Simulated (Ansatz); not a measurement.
Base system: Ag in the fcc (Cu type) structure (space group Fm-3m, No. 225; a = 4.0544 Å).

Level of theory: Ansatz (a quantum-chemistry and plane-wave program) PBEsol, no spin-orbit coupling.

The change: Ni takes the place of Ag on all its sites, then cell and atoms are relaxed.

Measured lattice parameter a: Ag 4.062 Å (static lattice; corrected from measurement; as listed in Daniel Mejia-Rodriguez, S. B. Trickey, Phys. Rev. B (2018)); Ni 3.508 Å (static lattice; corrected from measurement; as listed in Daniel Mejia-Rodriguez, S. B. Trickey, Phys. Rev. B (2018)).

**Question.** How well does PBEsol reproduce the measured shift?

**Answer.** With PBEsol the lattice parameter a moves by -0.592 Å (4.054 → 3.463) against -0.554 Å measured.

Other magnetic orders, which the real material may have, were not ruled out. Stability against distortions was not tested.
